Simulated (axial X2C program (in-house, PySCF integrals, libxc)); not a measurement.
Working with the constants of AlC

A bond curve at the CCSD(T) level, two-component, was computed with an in-house all-electron X2C program for linear molecules (integrals from PySCF) (basis Al dyall-v3z [8s8p2d1f], C dyall-v3z [7s6p2d1f] (cores contracted in-house)) for the state Ω = 3/2 (⟨Sz⟩ = 1.50, ⟨Lz⟩ = 0.00 at HF). Its fit gives Re = 1.9785 Å, ωe = 644.1 cm⁻¹, ωexe = 4.19 cm⁻¹ and αe = 5.143e-03 cm⁻¹; the masses are 26.9815 and 12.0000 u. Two-component means X2C with spin–orbit coupling and atomic mean-field Coulomb and Gaunt terms.

Correlated methods: 7 electrons correlated (number of frozen shells: Al 2 s, 1 p; C 1 s), 145 virtual spin orbitals or spinors in MP2, 90 natural virtuals in coupled cluster.

Problem. Find the reduced mass, Be and the force constant.

Solution. From the CCSD(T) values: μ = 8.3059 u. Be = 16.8576/(μ Re²) = 0.5185 cm⁻¹. k = 5.8918×10⁻⁷ μ ωe² = 2.03 mdyn/Å.

Problem. Where do the fundamental and the first overtone lie?

Solution. ν(1←0) = ωe − 2ωexe = 635.7 cm⁻¹; ν(2←0) = 2ωe − 6ωexe = 1263.1 cm⁻¹.

Problem. Estimate the centrifugal constant by the Kratzer relation.

Solution. D = 4Be³/ωe² = 1.34e-06 cm⁻¹.

Problem. Estimate De from a Morse curve and compare with the computed well depth of 3.269 eV to Al + C.

Solution. De(Morse) = ωe²/(4ωexe) = 3.069 eV against 3.269 eV computed, a ratio of 0.94. For De the Morse form works well here.

Problem. A Morse curve ties αe to the other constants (Pekeris). How well does that hold?

Solution. αe(Morse) = 6Be²/ωe × (√(ωexe/Be) − 1) = 4.615e-03 cm⁻¹; the CCSD(T) curve gives 5.143e-03 cm⁻¹, a ratio of 0.90.

One determinant describes the state; a PBE0 search over occupations chose it and may have missed a lower one. Dissociation energies refer to the lowest single-determinant-based atoms at the same level and basis. Coupled cluster ran in a truncated set of natural virtual spinors; the MP2 energy of the rest was added. (T) has no such correction and the atoms are truncated less, which lowers De at CCSD(T) by a hundredth of an eV or more. The 2c atoms are single determinants rather than J levels; their spin–orbit lowering is only partly caught, and De is too large by that part. This holds for CCSD(T). With several unpaired electrons one determinant need not be a pure state. This is the top spin component of a Σ state; components of lower Ω are not single determinants and can lie lower.
